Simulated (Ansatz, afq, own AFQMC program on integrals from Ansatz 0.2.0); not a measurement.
CH3B, singlet: AFQMC among the cluster methods

```yaml
atoms:
  - { symbol: B, position_ang: [-0.9345, 0.0086, 0.0074] }
  - { symbol: C, position_ang: [0.5963, -0.0055, -0.0047] }
  - { symbol: H, position_ang: [0.9628, -1.0402, -0.0025] }
  - { symbol: H, position_ang: [0.9841, 0.5112, 0.8828] }
  - { symbol: H, position_ang: [0.9698, 0.5022, -0.9035] }
```

Connectivity, by distances: B–CH3.

Basis cc-pVDZ. Noble-gas cores (and the filled d shells of Ga–Kr and In–Xe) are frozen. Integrals, coupled cluster, full CI and functionals: Ansatz 0.2.0; the random walks run on the same integrals in our own AFQMC program. ph-AFQMC/CISD is guided by a CISD state made of CCSD amplitudes; releasing the constraint for a short imaginary time cuts its bias at the price of noise, slowly where states lie close. Free projection: walkers drawn from exp(T), propagated without any constraint. Its projection time is finite, and what remains of the start isn't in its error. Uncertainties: one standard error, sampling alone.

Determinant: RHF, the one that the program's search chose, which needn't be the lowest solution. The geometry is a point of a scan.

No full CI on the walks' own integrals is used here; CCSDT(Q) serves as the reference and is uncertain by about the last step of the cluster series.

Cautions: higher spins were not checked; restricted determinant unstable towards unrestricted (UHF 73 meV lower, ⟨S²⟩ 0.32).

```
T1 diagnostic                               : 0.0114
weight of the determinant in the CISD state : 0.873
size of the correlated space                : 10 electrons in 41 orbitals
```

Reference: CCSDT(Q), correlation energy -6.755 eV. The released energy is read at 2.40 1/Eh (meV from the phaseless value at times in 1/Eh: 17 ± 13 at 0.24, 11 ± 12 at 0.51, 15 ± 11 at 0.99, 15 ± 14 at 1.62, 37 ± 17 at 2.40).

```json
{"level": "HF", "E − E(reference) (meV)": "6755.1", "share of correlation (%)": "0.00"}
{"level": "MP2", "E − E(reference) (meV)": "1227.8", "share of correlation (%)": "81.82"}
{"level": "CCSD", "E − E(reference) (meV)": "208.3", "share of correlation (%)": "96.92"}
{"level": "CCSD(T)", "E − E(reference) (meV)": "30.9", "share of correlation (%)": "99.54"}
{"level": "CCSDT", "E − E(reference) (meV)": "9.5", "share of correlation (%)": "99.86"}
{"level": "ph-AFQMC/HF", "E − E(reference) (meV)": "-5.7 ± 59.9", "share of correlation (%)": "100.08"}
{"level": "ph-AFQMC/CISD", "E − E(reference) (meV)": "-18.5 ± 15.1", "share of correlation (%)": "100.27"}
{"level": "released AFQMC", "E − E(reference) (meV)": "18.4 ± 16.9", "share of correlation (%)": "99.73"}
{"level": "free AFQMC", "E − E(reference) (meV)": "6.8 ± 13.8", "share of correlation (%)": "99.90"}
```

Free projections are given only where their last times agree within the noise and don't stop above the reference; a slow remainder of the start can still hide under it. A walk keeps the symmetry of its determinant, which the program's search chose and which needn't be the lowest solution, so a lower state of the same spin and another symmetry isn't excluded. Released energies are given only where the last usable release times agree within the noise; a slower fall can still hide under it.
